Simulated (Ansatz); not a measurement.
Results of RPBE (Ansatz, an electronic-structure program, plane waves, PAW) for zinc-blende HgSe.

Numerical settings: plane-wave cutoff 520 eV, 10×10×10 k mesh, Fermi–Dirac smearing 0.01 eV, scalar-relativistic PAW data made under PBE.

Equation-of-state points:

| V (Å³/atom) | E − E_lowest (meV/atom) | P (GPa) |
|---|---|---|
| 30.137 | 14.71 | 2.608 |
| 30.778 | 6.27 | 1.631 |
| 31.420 | 1.50 | 0.766 |
| 32.061 | 0.00 | 0.001 |
| 32.702 | 1.38 | -0.676 |
| 33.343 | 5.31 | -1.275 |
| 33.984 | 11.49 | -1.804 |

### Question
Estimate the bulk modulus from the pressures at 31.420 and 32.702 Å³/atom, and compare it with a fit to all energies.

### Answer
B = −V dP/dV. Between V = 31.420 and 32.702 Å³/atom, dP/dV = (-0.676 − (0.766))/(32.702 − 31.420) = -1.12 GPa per Å³/atom; at the midpoint 32.061 Å³/atom this gives B ≈ 36.1 GPa. The third-order Birch–Murnaghan fit gives V0 = 32.062 Å³/atom, B0 = 36.0 GPa, B′ = 5.1, which lies within 1 % of that estimate.

Measured, for comparison: bulk modulus 50 GPa (temperature not stated, no zero-point or thermal correction, our sources range from 48.5 to 51.6; as tabulated in Toher et al. (2017), arXiv:1611.05714); equilibrium volume per atom 28.16 Å³/atom (293 K, no zero-point or thermal correction; as tabulated in Cardona et al. (2009), arXiv:0908.2634). Computed (rounded) less measured: bulk modulus -28 % (-26 % to -30 % over the range), equilibrium volume per atom +13.8 %.

Note: the cell is over a tenth larger than the published one: the level's own overestimate first of all, though another phase or state, or a fault of the published cell, is possible.

Spin–orbit coupling is not included; it can open a gap where bands touch, and shift volumes and moduli.

The computed numbers hold no vibrational or temperature effects.

It cost around 80 core-seconds (rough) of CPU time.
